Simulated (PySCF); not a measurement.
**BCl (SMILES [B]Cl): levels of theory compared**

We compute a comparison of 6 runs (B2PLYP/STO-6G, B3LYP/STO-6G, SVWN5/STO-6G, MP2/STO-6G, CCSDTQ/STO-6G, CISD/STO-6G) of BCl. 

The calculation is run with PySCF 2.14.0.

12 further runs of the same task are left out: 2 that didn't finish, 10 set aside as unsound or not needed.

## Step 1: The molecule

The species is BCl (2 atoms), meant as a singlet with charge 0. SMILES: `[B]Cl`. The B1–Cl2 distance was set to 1.894 Å, away from the relaxed value.

Bond lengths: B1–Cl2 1.894 Å.

## Step 2: A single-point energy at B2PLYP/STO-6G (run 1)

The input, job.py:

```python
from pyscf import gto, dft, mp

mol = gto.M(
    atom=[
    ('B', (0.000000, 0.000000, -0.315670)),
    ('Cl', (0.000000, 0.000000, 1.578530)),
],
    basis='sto-6g',
    charge=0,
    verbose=3,
    max_memory=1860,
)

mf = dft.RKS(mol)
mf.xc = '0.53*HF + 0.47*B88, 0.73*LYP'
mf.conv_tol = 1e-10
mf.grids.level = 5
mf.kernel()
if not mf.converged:
    mf = mf.newton().run(mf.mo_coeff, mf.mo_occ)

pt = mp.MP2(mf, frozen=6).run()
energy = mf.e_tot + 0.27 * pt.e_corr
print('PT2 part  %.8f' % (0.27 * pt.e_corr))
print('E(%s) = %.9f' % ('B2PLYP', energy))
```

Command:

```bash
$ OMP_NUM_THREADS=1 python job.py
```

The program printed:

```text
converged SCF energy = -483.067136713898
E(RMP2) = -483.130099782259  E_corr = -0.0629630683614535
E(SCS-RMP2) = -483.134691184428  E_corr = -0.067554470530326
PT2 part  -0.01700003
E(B2PLYP) = -483.084136742
```

Run time: 1.6 s. Hardware: 1 thread of Arm Neoverse V1, shared host; peak memory 0.16 GiB.

## Step 3: The energy at B3LYP/STO-6G (run 2)

The input, input.xyz:

```xyz
2
BCl
B      0.000000     0.000000    -0.315670
Cl     0.000000     0.000000     1.578530
```

The input, input.py:

```python
from pyscf import gto, dft

mol = gto.M(
    atom='input.xyz',
    verbose=3,
    spin=0,
    max_memory=1860,
    charge=0,
    basis='sto-6g',
)

mf = dft.RKS(mol)
mf.xc = 'b3lyp'
mf.grids.level = 5
mf.conv_tol = 1e-10
mf.kernel()
if not mf.converged:
    mf = mf.newton().run(mf.mo_coeff, mf.mo_occ)

e_tot = mf.e_tot
print('E(%s) = %.9f' % ('B3LYP', e_tot))
```

Command:

```bash
$ OMP_NUM_THREADS=1 python input.py
```

The program printed:

```text
converged SCF energy = -483.291831887413
E(B3LYP) = -483.291831887
```

It took 1.6 s on 1 thread of Arm Neoverse V1, shared host; peak memory 0.16 GiB.

Runs 3 to 5 aren't shown in full; the table further down has their settings and results.

## Step 4: The energy at CISD/STO-6G (run 6)

The input, input.py:

```python
from pyscf import gto, scf, ci

mol = gto.Mole()
mol.atom = '''
B      0.000000     0.000000    -0.315670
Cl     0.000000     0.000000     1.578530
'''
mol.basis = 'sto-6g'
mol.spin = 0
mol.verbose = 3
mol.max_memory = 1860
mol.build()

hf = scf.RHF(mol)
hf.conv_tol = 1e-10
hf.kernel()
if not hf.converged:
    hf = hf.newton().run(hf.mo_coeff, hf.mo_occ)

cisd = ci.CISD(hf, frozen=6)
cisd.kernel()
energy = cisd.e_tot
print('E(%s) = %.9f' % ('CISD', energy))
```

Command:

```bash
$ OMP_NUM_THREADS=1 python input.py
```

The program printed:

```text
converged SCF energy = -482.500921152461
E(RCISD) = -482.5645941198437  E_corr = -0.06367296738252382
E(CISD) = -482.564594120
```

Run time: 0.72 s. Hardware: 1 thread of Arm Neoverse V1, shared host; peak memory 0.1 GiB.

## Step 5: Overview of the runs

```
run          level  frozen core orbitals  integration grid  energy (Eh)  dipole moment (D) of the reference  HOMO energy (eV)  LUMO energy (eV)  wall time
  1  B2PLYP/STO-6G                     6                 5  -483.084137                                1.16             -6.72              2.56      1.6 s
  2   B3LYP/STO-6G                     –                 5  -483.291832                                0.86             -5.24              0.53      1.6 s
  3   SVWN5/STO-6G                     –                 5  -481.450946                                0.64             -3.88             -0.43      1.3 s
  4     MP2/STO-6G                     6                 –  -482.540756                                1.48             -8.73              5.66     0.83 s
  5  CCSDTQ/STO-6G                     6                 –  -482.569052                                1.48             -8.73              5.66      2.1 s
  6    CISD/STO-6G                     6                 –  -482.564594                                1.48             -8.73              5.66     0.72 s
```

## Step 6: Results

| quantity | value |
| --- | --- |
| run 6: total energy | -482.56459 Eh |
| run 6: dipole moment (Hartree–Fock density) | 1.48 D |
| run 6: HOMO energy (Hartree–Fock orbitals) | -8.73 eV |
| run 6: LUMO energy (Hartree–Fock orbitals) | 5.66 eV |
| run 6: HOMO–LUMO gap (Hartree–Fock orbitals) | 14.39 eV |
| run 6: correlation energy (6 core orbitals frozen) | -63.7 mEh |

What this shows: Over runs 1, 2, 3 the dipole moment (its size) runs from 0.64 D (SVWN5/STO-6G) to 1.16 D (B2PLYP/STO-6G). A double hybrid's value is that of its SCF part. Over runs 1, 2, 3 the HOMO–LUMO gap runs from 3.45 eV (SVWN5/STO-6G) to 9.28 eV (B2PLYP/STO-6G). Totals of different functionals can't be ranked against each other. In runs 1, 2, 3, 4, 5, 6 the basis is minimal, so the values are rough. All runs together took 8.2 s, the longest 2.1 s.
